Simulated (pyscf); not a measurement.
Thermochemistry of product channels of HO–Si(OH)(OH)–F + hydrogen fluoride (HF) on the singlet surface, in kcal/mol, from CCSD(T)/def2-TZVPP + ΔMP2(QZVPP) energies (ideal gas, 1 atm, RRHO with modes under 100 cm⁻¹ raised to 100, one conformer, R ln 2 for chiral ones without a mode under 150 cm⁻¹). Structures and frequencies: ωB97X-D3(BJ)/def2-SVP in PySCF. Correlated levels are frozen-core, on RHF or UHF. ΔMP2 is the change of the MP2 total energy from the triple- to the quadruple-zeta basis.

```
products                            ΔE  ΔH(298 K)  ΔG(298 K)  ΔG(600 K)
------------------------------  ------  ---------  ---------  ---------
HO–Si(OH)(F)–F + water (H₂O)      -9.2       -8.7       -9.5      -10.2
HO–SiH(OH)–OH + fluorine (F–F)  +168.3     +167.0     +165.9     +165.0
```

These are energies of the channels, which say nothing of barriers. The CCSD(T) − MP2 part came from Ansatz, without density fitting, on the same reference.
